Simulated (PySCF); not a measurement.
Species: C2H5O3S (charge -1).
Bonds: C1–C2, C2–S3, S3–O4 (double), S3–O5 (double), S3–O6. Hydrogens: H7, H8, H9 on C1; H10, H11 on C2.

The same species was optimised twice, with GFN2-xTB and with PBE0-D3(BJ)/def2-SVP (PySCF), and the same property calculations (PySCF, gas phase) were run on both structures.

| coordinate | GFN2-xTB | PBE0-D3(BJ)/def2-SVP | change |
| --- | --- | --- | --- |
| S3=O4 (Å) | 1.463 | 1.483 | +0.020 |
| S3–O6 (Å) | 1.463 | 1.483 | +0.020 |
| C2–S3 (Å) | 1.840 | 1.820 | -0.020 |
| S3=O5 (Å) | 1.464 | 1.480 | +0.016 |
| C1–C2 (Å) | 1.504 | 1.513 | +0.009 |
| C1–C2–S3 (°) | 105.1 | 111.5 | +6.4 |
| C2–S3–O4 (°) | 104.7 | 103.7 | -1.0 |
| O4–S3–O5 (°) | 113.7 | 114.5 | +0.8 |
| C2–S3–O5 (°) | 105.0 | 104.2 | -0.8 |
| O5–S3–O6 (°) | 113.7 | 114.4 | +0.7 |
| C2–S3–O6 (°) | 104.7 | 104.1 | -0.6 |
| O4–S3–O6 (°) | 113.9 | 114.1 | +0.2 |
| C1–C2–S3–O4 (°) | 60 | 60 | 0 |

Rotational constants: A = 4815, B = 2597, C = 2564 MHz (GFN2-xTB) against A = 4712, B = 2499, C = 2477 MHz (PBE0-D3(BJ)/def2-SVP). Point groups within 0.08 Å: Cs and Cs.

On the GFN2-xTB structure: HOMO (eV) -1.81 [PBE0/pcSseg-1]; LUMO (eV) 5.49 [PBE0/pcSseg-1]; GIAO shielding of C1 (ppm) 174.5 [PBE0/pcSseg-1]; GIAO shielding of C2 (ppm) 134.4 [PBE0/pcSseg-1]; GIAO shielding of S3 (ppm) 184.0 [PBE0/pcSseg-1]; GIAO shielding of O4/O5/O6 (mean) (ppm) 123.6 [PBE0/pcSseg-1].

Question: What do these properties become on the PBE0-D3(BJ)/def2-SVP structure?

Answer: 
```csv
property,level,on GFN2-xTB,on PBE0-D3(BJ)/def2-SVP,change
HOMO (eV),PBE0/pcSseg-1,-1.81,-1.86,-0.05
LUMO (eV),PBE0/pcSseg-1,5.49,5.35,-0.14
"energy, GFN2-xTB geometry as zero (kcal/mol)",PBE0/pcSseg-1,0.0,-2.9,-2.9
GIAO shielding of C1 (ppm),PBE0/pcSseg-1,174.5,172.3,-2.2
GIAO shielding of C2 (ppm),PBE0/pcSseg-1,134.4,132.6,-1.8
GIAO shielding of S3 (ppm),PBE0/pcSseg-1,184.0,170.8,-13.2
GIAO shielding of O4/O5/O6 (mean) (ppm),PBE0/pcSseg-1,123.6,110.9,-12.7
```

The heavy atoms differ by 0.050 Å rms after alignment. Among bonds between heavy atoms C2–S3, S3=O4 and S3–O6 change most and about equally (-0.020 to +0.020 Å). Changes are differences of the printed values. Neither structure is proved a minimum here. Isolated species at its PBE0-D3(BJ)/def2-SVP geometry, gas phase. The geometry's basis has no diffuse functions, a weakness for an anion.

Shape of the structure used: `[CH3:1][CH2:2][S:3](=[O:4])(=[O:5])[O-:6]`: C1–C2–S3–O4 60°.
